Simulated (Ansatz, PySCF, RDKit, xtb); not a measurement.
**CH4OSi: a search for the lowest isomer**

Task: start from the formula CH4OSi, draw up candidate structures, narrow them down in stages, and characterise the one that lies lowest at 298.15 K.

The funnel: GFN2-xTB relaxations, single points with a density functional, relaxations at PBE0-D3(BJ)/pcseg-1, harmonic vibrations, and a last energy at a higher level. All values are calculated.

4 further runs of the same task are left out: 4 set aside as unsound or not needed.

### Step 1. Drawing up candidates

A program enumerates the bonding patterns with one Lewis structure each (two rings at most, one unusual centre or charged pair), with their diastereomers. O–O, O–halogen and N–halogen bonds and N–N–N chains are not drawn. That gives 20 candidates.

c072 C1[OH+][SiH-]1; c232 C=[SiH]O; c306 C=[Si-][OH2+]; c483 OC[SiH] (triplet); c491 OC=[SiH2]; c499 CO[SiH] (triplet); c560 O[C][SiH3] (triplet); c563 O=C[SiH3]; c598 [CH]O[SiH3] (triplet); c604 CO[SiH]; c610 [CH][SiH2]O (triplet); c678 [CH][SiH2]O; c688 OC[SiH]; c776 O[C][SiH3]; c834 [CH]O[SiH3]; c869 C[Si]O; c876 C1O[SiH2]1; c917 C[Si]O (triplet); c932 C=[O+][SiH2-]; c993 C[SiH]=O.

Candidates are built by distance geometry, with a force field where one applies, in up to four conformers (letters a to d). 11 starts with atoms placed at random are added, to find patterns that the rules miss.

Q: Predict the outcome of this search (final energies at CCSD(T)/def2-TZVPP).

| quantity | value |
| --- | --- |
| lowest structure found | C[SiH]=O, singlet, Cs |
| next finalist | C[Si]O, singlet, 2.0 kcal/mol higher in G |
| share at equilibrium, among the finalists | 96.9 % |
| harmonic wavenumbers, lowest and highest (PBE0-D3(BJ)/pcseg-1) | 63 and 3195 cm⁻¹ |
| rotational constants, same geometry | 1.109, 0.2188, 0.1892 cm⁻¹ |
| dipole moment (PBE0/def2-TZVPD) | 4.54 D |
| HOMO energy (PBE0/def2-TZVPD) | -7.89 eV |
| LUMO energy (PBE0/def2-TZVPD) | -1.63 eV |
| HOMO–LUMO gap (PBE0/def2-TZVPD) | 6.26 eV |
| lowest excitation (TD-CAM-B3LYP/def2-SVPD) | 4.49 eV (f = 0.000) |
| strongest of the states computed, same level | 7.37 eV (f = 0.078) |
| lowest triplet excitation, same level, Tamm-Dancoff | 4.14 eV |
| vertical ionisation energy | 10.08 eV |
| vertical electron affinity | -0.21 eV (unbound: the value depends on the basis) |
| vertical triplet less singlet | +3.90 eV |

`C[SiH]=O` comes out lowest. The margin, 2.0 kcal/mol, is modest. GFN2-xTB, r2SCAN-D4/def2-SVP, PBE0-D3(BJ)/pcseg-1 and MP2/def2-TZVPP already put its bonding pattern lowest among the structures in one piece; HF/STO-3G and HF/def2-TZVPP favour the singlet C[Si]O. The search is not exhaustive (a finite list of starts, one conformer a finalist), so a lower isomer can't be ruled out. Patterns outside the rules of the enumeration were met only by chance. The lowest isomer need not be the one that is made and kept in a bottle, which depends on barriers.
